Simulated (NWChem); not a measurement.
System: difluoromethane (CH₂F₂); SMILES FCF

Input file for NWChem:

```
start job
memory heap 200 mb stack 900 mb global 1100 mb
geometry units angstroms noautoz
  F      1.097610     0.000000    -0.288676
  C      0.000000     0.000000     0.499574
  F     -1.097610     0.000000    -0.288676
  H      0.000000     0.911829     1.103085
  H      0.000000    -0.911829     1.103085
end
basis spherical
  * library def2-svp
end
dft
  xc xpbe96 cpbe96
  iterations 150
  mulliken
end
task dft energy
```

All runs use the structure optimised with PBE0-D3(BJ)/def2-TZVP.

Task: Predict the main results of this run. (PBE/def2-SVP.) Quantities: energy (Ha); highest occupied level (eV); orbital gap (eV); dipole (D).

Result: The energy (Ha) is -238.56 and the highest occupied level (eV) is -7.66. The orbital gap (eV) comes out as 9.11. The dipole (D) is 1.65.
